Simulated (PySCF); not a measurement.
Compound: 1,3-dithiole-2-thione, C3H2S3.
Bonds: S1–C2 (double), C2–S3, S3–C4, C4–C5 (double), C5–S6, C2–S6. Hydrogens: H7 on C4; H8 on C5.

The same species was optimised twice, with GFN2-xTB and with PBE0-D3(BJ)/def2-SVP (PySCF), and the same property calculations (PySCF, gas phase) were run on both structures.

| coordinate | GFN2-xTB | PBE0-D3(BJ)/def2-SVP | change |
| --- | --- | --- | --- |
| C4–C5 (Å) | 1.335 | 1.347 | +0.012 |
| S1=C2 (Å) | 1.627 | 1.632 | +0.005 |
| C2–S6 (Å) | 1.754 | 1.756 | +0.002 |
| C5–S6 (Å) | 1.734 | 1.733 | -0.001 |
| S3–C4 (Å) | 1.734 | 1.733 | -0.001 |
| C2–S3 (Å) | 1.755 | 1.756 | +0.001 |
| S3–C2–S6 (°) | 112.9 | 111.7 | -1.2 |
| C2–S3–C4 (°) | 96.2 | 97.4 | +1.2 |
| C2–S6–C5 (°) | 96.2 | 97.4 | +1.2 |
| S1–C2–S6 (°) | 123.5 | 124.1 | +0.6 |
| S1–C2–S3 (°) | 123.5 | 124.1 | +0.6 |
| S3–C4–C5 (°) | 117.3 | 116.8 | -0.5 |
| C4–C5–S6 (°) | 117.3 | 116.8 | -0.5 |

Rotational constants: A = 3350, B = 1839, C = 1187 MHz (GFN2-xTB) against A = 3383, B = 1813, C = 1180 MHz (PBE0-D3(BJ)/def2-SVP). Point groups within 0.08 Å: C2v and C2v.

On the GFN2-xTB structure: lowest singlet, TDDFT (eV) 2.94 [CAM-B3LYP/def2-SVPD]; lowest triplet, Tamm–Dancoff (eV) 2.39 [CAM-B3LYP/def2-SVPD]; isotropic polarisability (au) 95.3 [CAM-B3LYP/def2-SVPD]; HOMO (eV) -7.59 [CAM-B3LYP/def2-SVPD]; LUMO (eV) -1.04 [CAM-B3LYP/def2-SVPD]; dipole (D) 4.55 [CAM-B3LYP/def2-SVPD]; HOMO (eV) -6.49 [PBE0/pcSseg-1]; LUMO (eV) -1.97 [PBE0/pcSseg-1]; dipole (D) 4.38 [PBE0/pcSseg-1]; GIAO shielding of S1 (ppm) -39.9 [PBE0/pcSseg-1]; GIAO shielding of C2 (ppm) -37.6 [PBE0/pcSseg-1]; GIAO shielding of S3/S6 (mean) (ppm) 150.5 [PBE0/pcSseg-1]; GIAO shielding of C4/C5 (mean) (ppm) 53.4 [PBE0/pcSseg-1].

What do these properties become on the PBE0-D3(BJ)/def2-SVP structure?

| property | level | on GFN2-xTB | on PBE0-D3(BJ)/def2-SVP | change |
| --- | --- | --- | --- | --- |
| lowest singlet, TDDFT (eV) | CAM-B3LYP/def2-SVPD | 2.94 | 2.96 | +0.02 |
| lowest triplet, Tamm–Dancoff (eV) | CAM-B3LYP/def2-SVPD | 2.39 | 2.39 | 0.00 |
| isotropic polarisability (au) | CAM-B3LYP/def2-SVPD | 95.3 | 96.2 | +0.9 |
| HOMO (eV) | CAM-B3LYP/def2-SVPD | -7.59 | -7.59 | 0.00 |
| LUMO (eV) | CAM-B3LYP/def2-SVPD | -1.04 | -1.05 | -0.01 |
| dipole (D) | CAM-B3LYP/def2-SVPD | 4.55 | 4.60 | +0.05 |
| energy, GFN2-xTB geometry as zero (kcal/mol) | CAM-B3LYP/def2-SVPD | 0.0 | -0.4 | -0.4 |
| HOMO (eV) | PBE0/pcSseg-1 | -6.49 | -6.49 | 0.00 |
| LUMO (eV) | PBE0/pcSseg-1 | -1.97 | -1.97 | 0.00 |
| dipole (D) | PBE0/pcSseg-1 | 4.38 | 4.43 | +0.05 |
| energy, GFN2-xTB geometry as zero (kcal/mol) | PBE0/pcSseg-1 | 0.0 | -0.3 | -0.3 |
| GIAO shielding of S1 (ppm) | PBE0/pcSseg-1 | -39.9 | -22.5 | +17.4 |
| GIAO shielding of C2 (ppm) | PBE0/pcSseg-1 | -37.6 | -35.7 | +1.9 |
| GIAO shielding of S3/S6 (mean) (ppm) | PBE0/pcSseg-1 | 150.5 | 146.2 | -4.3 |
| GIAO shielding of C4/C5 (mean) (ppm) | PBE0/pcSseg-1 | 53.4 | 50.7 | -2.7 |

The heavy atoms differ by 0.012 Å rms after alignment. Among bonds between heavy atoms C4–C5 changes most (+0.012 Å). Changes are differences of the printed values. Neither structure is proved a minimum here.
